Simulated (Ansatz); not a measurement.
# BNH3−: functionals against CCSD(T) at one geometry

One table from this session's results is given with a row withheld; the runs are named, their logs left out.

Program: Ansatz 0.2.0, Gaussian basis. Level of theory: single points in def2-TZVPPD. These are calculated values, not measurements.

Cores are frozen in the correlated methods.

### Starting geometry

SMILES `B[NH-]`, 5 atoms, charge -1, spin multiplicity 1.

Atoms are counted from 1 here; the program's logs count them from 0.

Bond lengths: B1–N2 1.443 Å, B1–H3 1.206 Å, B1–H4 1.100 Å, N2–H5 0.811 Å. Angles: N2–B1–H3 130.1°, N2–B1–H4 116.0°, H3–B1–H4 113.8°, B1–N2–H5 106.6°.

Coordinates:

```xyz
5
charge -1, multiplicity 1
B    -0.2386   -0.3434   -0.0149
N     0.7113    0.6810   -0.3771
H    -0.3218   -1.0068    0.9894
H    -1.0532   -0.5199   -0.7321
H     1.0516    0.9362    0.3139
```

Set-up of the first run:

Input file run/in.yaml:

```yaml
crystal:
  periodic: [false, false, false]
  atoms:
    - {symbol: B, position_ang: [-0.238600, -0.343400, -0.014900]}
    - {symbol: N, position_ang: [0.711300, 0.681000, -0.377100]}
    - {symbol: H, position_ang: [-0.321800, -1.006800, 0.989400]}
    - {symbol: H, position_ang: [-1.053200, -0.519900, -0.732100]}
    - {symbol: H, position_ang: [1.051600, 0.936200, 0.313900]}
basis:
  gaussian: {orbitals: "def2-TZVPPD.json"}
total_charge: -1
correlation: {method: ccsd_t}
output: {forces: true}
```

The basis file named in the input lies beside it (Basis Set Exchange, JSON).

The command line of these runs was not kept.

Among the steps run: CCSD(T)/def2-TZVPPD; PBE0-D4/def2-TZVPPD; wB97M-V/def2-TZVPPD; r2SCAN-D4/def2-TZVPPD; PBE-D4/def2-TZVPPD; HSE06-D4/def2-TZVPPD; BHLYP-D4/def2-TZVPPD.

One of the session's tables, all rows but one given; the rest of the session is left out.

| method | RMS force component (eV/Å) | angle to CCSD(T) forces (°) |
| --- | --- | --- |
| CCSD(T) | 6.756 | reference |
| PBE0-D4 | 6.795 | 1.8 |
| wB97M-V | 6.734 | 1.8 |
| r2SCAN-D4 | ? | ? |
| PBE-D4 | 6.840 | 0.6 |
| HSE06-D4 | 6.798 | 1.8 |
| BHLYP-D4 | 6.631 | 3.1 |

Q: Estimate the row for r2SCAN-D4 from the others.

**Answer.** RMS force component (eV/Å): 6.745; angle to CCSD(T) forces (°): 1.3. In the column «RMS force component (eV/Å)» it lies between wB97M-V (6.734) and CCSD(T) (6.756).
